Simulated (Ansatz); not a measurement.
System: zinc-blende HgS (metastable phase). Method: PBEsol+SOC (Ansatz, a quantum-chemistry and plane-wave program, PAW).

Settings: plane-wave cutoff 520 eV, 10×10×10 k mesh, Fermi–Dirac smearing 0.01 eV, PAW data made under PBE.

Pressure at four volumes; x = ln(V/25.068 Å³). One pressure is withheld.

| V (Å³/atom) | x | P (GPa) |
|---|---|---|
| 23.564 | -0.0619 | 4.48 |
| 25.068 | 0.0000 | 0.00 |
| 26.071 | 0.0392 | -2.22 |
| 26.573 | 0.0583 | ? |

Question: Pass a parabola P(x) through the three rows shown, estimate the bulk modulus and its pressure derivative near zero pressure, and predict the withheld pressure.

Answer: Slopes between the rows: (0.00 − (4.48))/(0.0000 − (-0.0619)) = -72.37 and (-2.22 − (0.00))/(0.0392 − (0.0000)) = -56.63 GPa. Their difference over the span 0.1011 is c = 15.74/0.1011 = 155.7 GPa, so P(x) = 4.48 + (-72.37)(x − (-0.0619)) + 155.7 (x − (-0.0619))(x − (0.0000)). At the middle row B = −dP/dx = −[-72.37 + 155.7 × 0.0619] = 62.7 GPa, and B′ = dB/dP = 2c/B = 5.0. At x = 0.0583 the parabola gives -3.13 GPa; the run gives -3.14 GPa. The Birch–Murnaghan fit to the energies at all volumes has B0 = 62.2 GPa and B′ = 4.9.
